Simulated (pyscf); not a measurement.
Thermochemistry of product channels of BH₃ (SMILES B) + H₂C=O (SMILES C=O) on the singlet surface, in kcal/mol, from ωB97M-D3(BJ)/def2-TZVP energies (ideal gas, 1 atm, RRHO with modes under 100 cm⁻¹ raised to 100, one conformer, R ln 2 for rigid chiral ones). Structures and frequencies: ωB97X-D3(BJ)/def2-SVP in PySCF.

```
products                                              ΔE  ΔH(298 K)  ΔG(298 K)  ΔG(1200 K)
-------------------------------------------------  -----  ---------  ---------  ----------
BH (SMILES [BH]) [singlet] + H₃C–OH (SMILES CO)    +60.4      +62.9      +62.7       +61.7
H₂B–O–CH₃ (SMILES BOC)                             -62.6      -57.2      -47.4       -17.6
H₂B–CH₂–OH (SMILES BCO)                            -26.9      -21.9      -11.7       +18.4
H₂B–OH (SMILES BO) + CH₂ (SMILES [CH2]) [singlet]  +39.9      +39.6      +38.7       +35.0
H₂B–CH=O (SMILES BC=O) + H₂ (SMILES [H][H])         +4.8       +2.2       +2.8        +1.7
```

The channel to H₂B–CH₂–OH turns unfavourable between 298 and 1200 K (ΔG from -11.7 kcal/mol to +18.4 kcal/mol).

These are energies of the channels, which say nothing of barriers. H₂B–O–CH₃ lies 23.5 kcal/mol over its isomer H₃C–BH–OH, and others may lie lower still (electronic energy, ωB97M-D3(BJ)). H₂B–CH₂–OH lies 59.2 kcal/mol over its isomer H₃C–BH–OH, and others may lie lower still (electronic energy, ωB97M-D3(BJ)). CH₂ [singlet] is an excited spin state, 8.9 kcal/mol over the triplet at ωB97X-D3(BJ). A restricted singlet here is unstable towards spin polarisation, as is usual where a triplet lies low; its energy is less safe.
